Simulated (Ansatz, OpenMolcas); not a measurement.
## How methods differ on PH2 (SMILES [PH2])

The species is PH2 (3 atoms), meant as a doublet with charge 0. As SMILES, `[PH2]`. The shape is that of a GFN2-xTB optimisation.

```xyz
3

P     0.5145   -0.3028    0.2527
H     0.1115    1.0274    0.1724
H    -0.6260   -0.7246   -0.4251
```

Each level gives the energy change with the P1–H3 bond stretched from 1.392 to 1.740 Å (eV). The values are calculated.

```tsv
level	kind	program	value (eV)	less FCI/6-31G*	CPU time (all runs)
UHF/6-31G* (spherical functions)	Hartree–Fock	Ansatz	0.78	+0.22	0.31 s
U-revPBE/6-31G* (spherical functions)	GGA	Ansatz	0.52	-0.04	2.1 s
UPBE0/6-31G* (spherical functions)	global hybrid	Ansatz	0.63	+0.07	2.6 s
UCAM-B3LYP/6-31G* (spherical functions)	range-separated hybrid	Ansatz	0.65	+0.09	3.3 s
RPA@PBE/6-31G* (spherical functions)	RPA	Ansatz	0.55	-0.01	2.5 s
UMP2/6-31G* (spherical functions)	perturbation theory	Ansatz	0.69	+0.13	0.31 s
UBCCD(T)/6-31G* (spherical functions)	coupled cluster or CI	Ansatz	0.57	+0.01	1 s
UCCSDTQ/6-31G* (spherical functions)	coupled cluster or CI	Ansatz	0.56	0.00	38 s
FCI/3-21G	exact in the basis	OpenMolcas	0.34	-0.22	7 s
FCI/6-31G* (spherical functions)	exact in the basis	Ansatz	0.56	0.00	9.2 s
```

FCI/6-31G* (spherical functions) is exact within its basis and frozen core, so for wave-function methods in that basis the difference is their error; functionals converge differently with the basis, so for them it is only a difference. The first shape isn't each level's own minimum. The values span 0.34 to 0.78 eV. High-level rows in very small sets aren't better than simpler rows in larger ones. In so small a basis fixed costs decide the times, and correlated methods can beat functionals. CPU times are rough (shared hosts, several kinds of processor and program).
